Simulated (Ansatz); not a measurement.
We consider 2H WS₂, described by r²SCAN+rVV10 (Ansatz, an electronic-structure program, plane waves, PAW).

Q: What does this level give for the interlayer binding energy, layer repeat distance and gap between the layers?

A: 
- interlayer binding energy = 22.7 meV/Å²
- layer repeat distance = 6.246 Å
- gap between the layers = 3.120 Å

Spin–orbit coupling is not included.

Static lattice: no zero-point or thermal effects.

The result took roughly 4 core-minutes.
